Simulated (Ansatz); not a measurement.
## BNH2F (SMILES N[B]F): methods side by side

BNH2F: 5 atoms, total charge 0, spin state doublet. SMILES: `N[B]F`. Geometry: relaxed at PBE0-D4/def2-TZVP. This is one conformer, not always the lowest.

```xyz
5

N    -0.3152    0.2846   -0.2983
B     0.2568   -0.9047    0.1193
F     1.1865   -0.9571    1.0606
H    -1.0196    0.3220   -1.0120
H    -0.0585    1.1817    0.0889
```

Each level gives the energy change with the N1–H4 bond stretched from 1.003 to 2.509 Å (eV). The values are calculated.

```tsv
level	kind	program	value (eV)	less FCI/STO-3G	CPU time (all runs)
UHF/STO-3G	Hartree–Fock	Ansatz	5.24	+0.54	0.46 s
USVWN5/STO-3G	LDA	Ansatz	5.34	+0.64	1.8 s
U-r2SCAN/STO-3G	meta-GGA	Ansatz	5.36	+0.66	8.5 s
UPBE0/STO-3G	global hybrid	Ansatz	5.50	+0.80	3.3 s
UHSE06/STO-3G	range-separated hybrid	Ansatz	5.49	+0.79	4.4 s
UB2PLYP/STO-3G	double hybrid	Ansatz	5.57	+0.87	8.8 s
RPA@PBE/STO-3G	RPA	Ansatz	4.56	-0.14	4.8 s
UMP2/STO-3G	perturbation theory	Ansatz	5.60	+0.90	0.55 s
UBCCD(T)/STO-3G	coupled cluster or CI	Ansatz	4.82	+0.12	1.1 s
FCI/STO-3G	exact in the basis	Ansatz	4.70	0.00	2.7 min
```

FCI/STO-3G is exact within its basis and frozen core, so for wave-function methods in that basis the difference is their error; functionals converge differently with the basis, so for them it is only a difference. The first shape isn't each level's own minimum. The values span 4.56 to 5.60 eV. Spin contamination of the reference (⟨S²⟩ at least 0.1 too high) touches UHF/STO-3G, U-r2SCAN/STO-3G, UPBE0/STO-3G, UHSE06/STO-3G, UB2PLYP/STO-3G, RPA@PBE/STO-3G, UMP2/STO-3G, UBCCD(T)/STO-3G. All rows use very small basis sets, so even the best lies far from the true value. CPU times are rough (shared hosts, several kinds of processor): they show what a rung costs within a factor of a few.
